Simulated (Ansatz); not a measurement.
# BCl2H: the cost of one run

All numbers below are computed with Ansatz 0.2.0 (RKS r2SCANh-D4/6-31G*).

1 further run of the same task is left out (it didn't finish).

### 1 The system as given

Bond lengths: B1–Cl3 2.060 Å, B1–Cl4 1.860 Å. Angles: Cl3–B1–Cl4 155.3°.

As a file:

```xyz
4

B     0.0000    0.0000    0.0000
H     0.5157    0.0000    1.2908
Cl    2.0511    0.0000    0.1912
Cl   -1.6108    0.0000   -0.9300
```

### 2 Pulling towards end A

Springs on the bonds that form and break draw the guess towards this end; the thresholds are loose.

The input, input.yaml:

```yaml
crystal:
  periodic: [false, false, false]
  atoms:
    - { symbol: B, position_ang: [0.0, 0.0, 0.0] }
    - { symbol: H, position_ang: [0.5157, 0.0, 1.2908] }
    - { symbol: Cl, position_ang: [2.0511, 0.0, 0.1912] }
    - { symbol: Cl, position_ang: [-1.6108, 0.0, -0.93] }
basis:
  gaussian: { orbitals: "6-31G*" }
hamiltonian:
  xc: r2scanh
  dispersion: d4
relax:
  f_tol: 0.15
  max_steps: 25
  restrain:
    - { distance: [1, 2], at: 2.57, k: 30.0 }
    - { distance: [0, 1], at: 1.19, k: 30.0 }
    - { distance: [0, 2], at: 1.86, k: 30.0 }
output:
  orbitals: {}
```

Started as:

```
ansatz run input.yaml --threads 1 --pin off --max-ram 2048MiB --backend cpu --events-out ev --progress --plain --runs-dir out
```

What time and memory should one allow on 1 thread of Intel Xeon 6975P-C (Granite Rapids), shared host?

About 7.6 s, with a peak of 0.14 GiB.
